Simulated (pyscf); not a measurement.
Structures and frequencies: ωB97X-D3(BJ)/def2-SVP in PySCF.

Q: H₂N–Si(SiH₃)(SiH₃)–SiH₃ + water (H₂O) → H₂N–Si(SiH₃)(SiH₃)–SiH₂–OH + hydrogen (H₂)
Surface: singlet. Broken: H–Si, H–O. Formed: O–Si, H–H. Give ΔE‡ and ΔE from ωB97M-D3(BJ)/def2-TZVP, relative to the separated reactants.

A: ΔE‡ = 143.8 kJ/mol, ΔE = -57.8 kJ/mol. Zero-point energy shifts the barrier by -1.2 kJ/mol. It is a four-centre exchange, with an imaginary mode of 1165i cm⁻¹. H₂N–Si(SiH₃)(SiH₃)–SiH₃ lies 53.0 kJ/mol over its isomer H₃Si–NH–SiH(SiH₃)–SiH₃ (electronic energy, ωB97M-D3(BJ)/def2-TZVP). One saddle was located; it need not be the lowest between these sides.
